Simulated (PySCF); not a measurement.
**CH5LiO, a complex of two parts: interaction energy**

The task here is to estimate one member of a computed series from the others.

Computed with PySCF 2.14.0; each step states its level. No surroundings beyond the atoms listed, unless a continuum is named. Atoms count from 0, parts from 1.

## The system as given

8 atoms, charge 0, multiplicity 1; geometry: GFN2-xTB. Parts: 1 = atoms 0–4, `[Li][CH3]`, charge 0; 2 = atoms 5–7, `O`, charge 0.

Set-up of the first run:

What the job is given:

```
{"job": {"xc": "PBE0", "basis": "def2-SVPD", "d3": "d3bj", "grid": 2, "kind": "geom"}, "charge": 0, "multiplicity": 1, "parts": [{"atoms": "0-4", "charge": 0, "multiplicity": 1}, {"atoms": "5-7", "charge": 0, "multiplicity": 1}]}
C      0.093680     0.307069     0.041660
Li    -0.795975    -1.400922     0.379718
H      0.339888     0.478715    -1.012138
H     -0.479469     1.192854     0.335913
H      1.050638     0.415893     0.564676
O     -1.614253    -3.100524     0.692262
H     -2.493845    -3.386298     0.432026
H     -1.209564    -3.839249     1.154375
```

On the command line:

```bash
> OMP_NUM_THREADS=1 python cluster_run.py task.json out
```

This one command runs all jobs of the session in turn.

Among the steps run: Relaxing the molecule at PBE0-D3(BJ)/def2-SVPD; Coupled-cluster interaction energy: CCSD(T) and MP2.

One of the session's tables, all rows but one given; the rest of the session is left out.

It belongs to the step «Coupled-cluster interaction energy: CCSD(T) and MP2». 

| method | interaction energy (kcal/mol) |
| --- | --- |
| HF/aug-cc-pVDZ | -16.62 |
| MP2/aug-cc-pVDZ | -15.49 |
| CCSD/aug-cc-pVDZ | -15.68 |
| CCSD(T)/aug-cc-pVDZ | -15.57 |
| HF/aug-cc-pVTZ | -16.89 |
| MP2/aug-cc-pVTZ | -16.03 |
| SCS-MP2/aug-cc-pVTZ | -15.86 |
| MP2, extrapolated | -16.14 |
| CCSD(T), limit estimate | ? |

Q: Estimate the row for CCSD(T), limit estimate from the others.

As computed: interaction energy (kcal/mol): -16.22. In the column «interaction energy (kcal/mol)» it lies between HF/aug-cc-pVDZ (-16.62) and MP2, extrapolated (-16.14).

In this run the core of Li (1s) is correlated, in a basis without core functions; only the other cores are frozen.
